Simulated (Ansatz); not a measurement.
H2OSi, SMILES O[SiH], vertical and adiabatic energies of changing the electron count

With Ansatz's Python interface.

The cells in order, each with its output:

In [1]:
```python
from dataclasses import dataclass
import itertools

import ansatz as az
from ase.data import atomic_numbers, covalent_radii
import numpy as np
```

In [2]:
```python
@dataclass(frozen=True)
class Options:
    basis: str = "def2-TZVP"
    xc: str = "pbe"
    dispersion: str = "d3bj"
    charge: int = 1
```

In [3]:
```python
cfg = Options()
```

In [4]:
```python
GEOMETRY = """
O     0.13940   -0.84360    0.28810
Si    0.11700    0.80560   -0.13550
H     0.76710   -1.13220    0.83460
H    -0.96810    1.11000   -1.00750
"""
```

In [5]:
```python
h2osi = az.Crystal.molecule()
for line in GEOMETRY.strip().splitlines():
    symbol, *xyz = line.split()
    h2osi = h2osi.atom(symbol, [float(v) for v in xyz])
```

In [6]:
```python
job = h2osi.calculation().basis(gaussian=cfg.basis).functional(cfg.xc, dispersion=cfg.dispersion)
symbols = [site.symbol for site in h2osi.cartesian_sites]
start = np.array([site.position_ang for site in h2osi.cartesian_sites], dtype=float)
r = job.relax(force_tolerance=0.01).run(threads=1, backend="cpu").report
end = np.array(r["positions_ang"])
```

In [7]:
```python
minimum = az.Crystal.molecule()
for symbol, place in zip(symbols, end):
    minimum = minimum.atom(symbol, place.tolist())
ion = (
    minimum.calculation()
    .basis(gaussian=cfg.basis)
    .functional(cfg.xc, dispersion=cfg.dispersion)
    .charge(cfg.charge)
    .spin("collinear", total=1)
)
vertical = ion.run(threads=1, backend="cpu").report
settled = ion.relax(force_tolerance=0.01, max_steps=80).run(threads=1, backend="cpu").report
print(f"vertical ionisation energy   {vertical['free_energy_ev'] - r['free_energy_ev']:.3f} eV")
print(f"adiabatic, no zero point     {settled['free_energy_ev'] - r['free_energy_ev']:.3f} eV")
print(f"relaxation energy of the ion {vertical['free_energy_ev'] - settled['free_energy_ev']:.3f} eV")
ionised = np.array(settled["positions_ang"])
# pairs closer than 1.2 times the sum of covalent radii, before or after
radius = [covalent_radii[atomic_numbers[s]] for s in symbols]
span = lambda where, i, j: np.linalg.norm(where[i] - where[j])
bonded = [(i, j) for i, j in itertools.combinations(range(len(symbols)), 2) if min(span(end, i, j), span(ionised, i, j)) < 1.2 * (radius[i] + radius[j])]
print("pair        before    after (A)")
for i, j in bonded:
    print(f"{symbols[i]}{i}-{symbols[j]}{j}".ljust(10), f"{span(end, i, j):8.4f} {span(ionised, i, j):8.4f}")
for first, second in list(itertools.combinations(bonded, 2)):
    shared = set(first) & set(second)
    if shared and symbols[(j := shared.pop())] != "H":
        i, k = sorted((set(first) | set(second)) - {j})
        u, v = ionised[i] - ionised[j], ionised[k] - ionised[j]
        angle = np.degrees(np.arccos(np.clip(u @ v / np.linalg.norm(u) / np.linalg.norm(v), -1, 1)))
        print(f"final angle {symbols[i]}{i}-{symbols[j]}{j}-{symbols[k]}{k}: {angle:.2f} deg")
```
```text
vertical ionisation energy   8.890 eV
adiabatic, no zero point     8.571 eV
relaxation energy of the ion 0.319 eV
pair        before    after (A)
O0-Si1       1.6802   1.5884
O0-H2        0.9727   0.9782
Si1-H3       1.5451   1.5220
final angle Si1-O0-H2: 132.19 deg
final angle O0-Si1-H3: 109.63 deg
```

These settings explore the input space; basis and method may be short of convergence. The energies are electronic: no zero-point or thermal terms, and the basis set is short of its limit. The product may relax into another structure. The relaxation finds the nearest minimum, so the adiabatic value is an upper bound. Finished in 22 s on 1 thread of Arm Neoverse V1, on a shared host, peak memory 0.2 GiB.

(Lines on the test bed's own set-up are left out of the output.)
